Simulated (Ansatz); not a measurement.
Geometry optimisation, RKS B3LYP-D4/def2-SVP in Ansatz 0.2.0.

Input:

```yaml
crystal:
  periodic: [false, false, false]
  atoms:
    - { symbol: Si, position_ang: [-0.077463, -0.023585, -0.809181] }
    - { symbol: F, position_ang: [1.365689, -0.101191, 1.565897] }
    - { symbol: H, position_ang: [1.967667, 0.105783, 0.891308] }
    - { symbol: F, position_ang: [-1.037201, 1.259829, -0.466876] }
    - { symbol: H, position_ang: [-1.036792, -1.134837, -0.344749] }
basis:
  gaussian: { orbitals: def2-SVP }
hamiltonian:
  xc: b3lyp
  dispersion: d4
relax:
  f_tol: 0.03
  max_steps: 50
```

Run as:

```bash
$ ansatz run input.yaml --threads 1 --pin off --max-ram 2048MiB --backend cpu --events-out ev --progress --plain --runs-dir out
```

Q: Where does it end, and by what steps?

A: It converged. The force dipped under the threshold on the way, but the program's further checks kept it going. After 24 steps the energy has fallen by 0.246 eV; H3 moved furthest, 0.99 Å.

```json
{"step": "0", "energy less start (eV)": "0.0000", "largest force component (eV/Å)": "0.297", "accepted": "yes"}
{"step": "1", "energy less start (eV)": "-0.0100", "largest force component (eV/Å)": "1.675", "accepted": "yes"}
{"step": "2", "energy less start (eV)": "-0.0778", "largest force component (eV/Å)": "0.413", "accepted": "yes"}
{"step": "3", "energy less start (eV)": "-0.0935", "largest force component (eV/Å)": "0.421", "accepted": "yes"}
{"step": "4", "energy less start (eV)": "-0.1010", "largest force component (eV/Å)": "0.119", "accepted": "yes"}
{"step": "5", "energy less start (eV)": "-0.1046", "largest force component (eV/Å)": "0.214", "accepted": "yes"}
{"step": "6", "energy less start (eV)": "-0.1060", "largest force component (eV/Å)": "0.131", "accepted": "yes"}
{"step": "7", "energy less start (eV)": "-0.1068", "largest force component (eV/Å)": "0.112", "accepted": "yes"}
{"step": "8", "energy less start (eV)": "-0.1083", "largest force component (eV/Å)": "0.027", "accepted": "yes"}
{"step": "9", "energy less start (eV)": "-0.1090", "largest force component (eV/Å)": "0.128", "accepted": "yes"}
{"step": "10", "energy less start (eV)": "-0.1077", "largest force component (eV/Å)": "0.481", "accepted": "no"}
{"step": "11", "energy less start (eV)": "-0.1105", "largest force component (eV/Å)": "0.049", "accepted": "yes"}
{"step": "12", "energy less start (eV)": "-0.1157", "largest force component (eV/Å)": "0.135", "accepted": "yes"}
{"step": "13", "energy less start (eV)": "-0.0823", "largest force component (eV/Å)": "1.941", "accepted": "no"}
{"step": "14", "energy less start (eV)": "-0.1206", "largest force component (eV/Å)": "0.100", "accepted": "yes"}
{"step": "15", "energy less start (eV)": "-0.1295", "largest force component (eV/Å)": "0.194", "accepted": "yes"}
{"step": "16", "energy less start (eV)": "-0.1360", "largest force component (eV/Å)": "1.133", "accepted": "yes"}
{"step": "17", "energy less start (eV)": "-0.1490", "largest force component (eV/Å)": "1.750", "accepted": "yes"}
{"step": "18", "energy less start (eV)": "-0.1832", "largest force component (eV/Å)": "1.397", "accepted": "yes"}
{"step": "19", "energy less start (eV)": "-0.2282", "largest force component (eV/Å)": "0.209", "accepted": "yes"}
{"step": "20", "energy less start (eV)": "-0.2367", "largest force component (eV/Å)": "0.219", "accepted": "yes"}
{"step": "21", "energy less start (eV)": "-0.2436", "largest force component (eV/Å)": "0.228", "accepted": "yes"}
{"step": "22", "energy less start (eV)": "-0.2454", "largest force component (eV/Å)": "0.048", "accepted": "yes"}
{"step": "23", "energy less start (eV)": "-0.2459", "largest force component (eV/Å)": "0.031", "accepted": "yes"}
{"step": "24", "energy less start (eV)": "-0.2459", "largest force component (eV/Å)": "0.005", "accepted": "yes"}
```

```xyz
5
Properties=species:S:1:pos:R:3
Si -0.082 -0.229 -0.915
F 1.438 -0.329 0.787
H 1.068 0.509 1.019
F -0.243 1.218 -0.056
H -0.999 -1.063 0.002
```

Time of the run: 26 s on 1 thread of Arm Neoverse V2 (shared host), peak memory 0.1 GiB.
